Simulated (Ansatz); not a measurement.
Input file:

```yaml
crystal:
  periodic: [false, false, false]
  atoms:
    - {symbol: O, position_ang: [0.000000, 0.000000, 0.000000]}
    - {symbol: H, position_ang: [0.000000, 0.000000, 0.973108]}
basis:
  gaussian: {orbitals: cc-pVTZ}
magnetization: {spin_polarized: true, initial_magnetization: 3}
correlation: {method: ccsdtq, electrons: outside_noble_gas}
```

```sh
$ ansatz run in.yaml --threads 5 --pin off --events-out ev --progress --plain --max-ram 130560MiB --backend cuda --devices 0, --max-vram 75GiB
```

Output:

```
491 factors; integrals over basis functions are off by at most 2.1e-7 eV
mean field evaluation 1: about -2044.5625 eV, gradient 1.5e1 eV
mean field evaluation 2: about -2044.5953 eV, gradient 1.4e1 eV
mean field evaluation 4: about -2045.6946 eV, gradient 1.6e0 eV
mean field evaluation 8: about -2045.7191 eV, gradient 2.0e-4 eV
mean field evaluation 16: about -2045.6934 eV, gradient 1.4e-1 eV
mean field evaluation 32: about -2042.2415 eV, gradient 1.4e0 eV
mean field -2045.71909570 eV, -75.1787901287 hartree, gradient 6.2e-6 eV, S^2 3.758678; 1 other end points of the search recorded, 0 dependent functions left out
determinant -2045.71909570 eV, -75.1787901287 hartree, with singles and doubles -2050.34894712 eV, -75.3489340301 hartree
determinant -2042.25903203 eV, -75.0516351341 hartree, with singles and doubles -2046.92197483 eV, -75.2229951213 hartree
1 core orbitals not correlated: weight in the atoms' cores, before any rotation towards them, 1.000 or more for the frozen orbitals, at most 0.000 for the correlated occupied ones
reference -2045.71909570 eV, -75.1787901287 hartree; 5, 2 occupied and 38, 41 virtual orbitals, 491 factors
second order -4.14051063 eV of doubles, -0.00000000 eV of singles
cycle   1  -4.51122728 eV  change   -3.7e-1 eV  update   3.6e-2
cycle   2  -4.73749251 eV  change   -2.3e-1 eV  update   1.4e-2
cycle   3  -4.73819692 eV  change   -7.0e-4 eV  update   4.6e-3
cycle   4  -4.73068288 eV  change    7.5e-3 eV  update   1.7e-3
cycle   5  -4.73308294 eV  change   -2.4e-3 eV  update   6.0e-4
cycle   6  -4.73327606 eV  change   -1.9e-4 eV  update   2.7e-4
cycle   7  -4.73323921 eV  change    3.7e-5 eV  update   9.4e-5
cycle   8  -4.73329771 eV  change   -5.8e-5 eV  update   3.7e-5
cycle   9  -4.73330045 eV  change   -2.7e-6 eV  update   1.1e-5
cycle  10  -4.73329016 eV  change    1.0e-5 eV  update   3.9e-6
cycle  11  -4.73329403 eV  change   -3.9e-6 eV  update   1.5e-6
cycle  12  -4.73329453 eV  change   -4.9e-7 eV  update   5.7e-7
Total energy: -2050.45239023 eV, -75.3527354942 hartree
```

For the same geometry and basis full CI lies 3.6 meV higher.

Ran on 5 threads of AMD EPYC 7R13 with a whole H100 80 GB, shared host: 9.5 s wall, 0.89 GiB peak host memory.
